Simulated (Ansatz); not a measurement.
Ideal-gas functions of H2SSi (`[SiH]S`) at 500 K and 1 bar, from an Ansatz frequency run at PBE0-D4/def2-TZVP.

Molar mass 62.17 g/mol, point group Cs (symmetry number 1), electronic degeneracy 1, moments of inertia 3.975, 69.762, 73.737 u Å². Harmonic wavenumbers (cm⁻¹, unscaled): 524, 635, 644, 920, 2044, 2686.

Use S(trans) = R[1.5 ln M + 2.5 ln T − 1.1517]; rotational temperatures θ = 24.2544 K / I; S(rot) = R[ln(√π/σ · √(T³/θAθBθC)) + 1.5]; for each mode x = 1.438777 ν̃/T, S = R[x/(eˣ − 1) − ln(1 − e⁻ˣ)] and H = RT x/(eˣ − 1); 1 cm⁻¹ = 0.0119627 kJ/mol; R = 8.31446 J/(mol·K).

Q: By hand: the entropy, in J/(mol·K).

A: Translation 171.1. Rotation: θ = 6.1017, 0.3477, 0.3289 K, giving 96.2. Vibration, mode by mode: 5.65, 4.37, 4.28, 2.29, 0.16, 0.03, in all 16.8. Electronic 0.0. Sum 284.1 J/(mol·K).

Q: By hand: H − E and G − E in kJ/mol, counted from the electronic energy.

A: Zero-point energy ½ × 7453 × 0.0119627 = 44.6; thermal vibration 5.6; translation, rotation and pV give 4 RT = 16.6. H − E = 66.8 kJ/mol, and G − E = 66.8 − 500 × 284.1/1000 = -75.3 kJ/mol.

Vibration gives 6 % of the entropy.
